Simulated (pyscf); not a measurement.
Structures and frequencies: ωB97X-D3(BJ)/def2-SVP in PySCF.

Question: Estimate the classical barrier height and the reaction energy of O=Cr(OH)(Cl)(Cl)–Cl -> O=Cr(=O)(Cl)–Cl + HCl at ωB97M-D3(BJ)/def2-TZVP. The step runs on the singlet surface, breaks Cl–Cr, H–O and forms Cl–H; take the reactant's lowest minimum found as zero.

Answer: ΔE‡ = 0.51 eV, ΔE = -0.93 eV. Zero-point energy shifts the barrier by -0.15 eV. It is an elimination, with an imaginary mode of 1157i cm⁻¹. One saddle was located; it need not be the lowest between these sides.
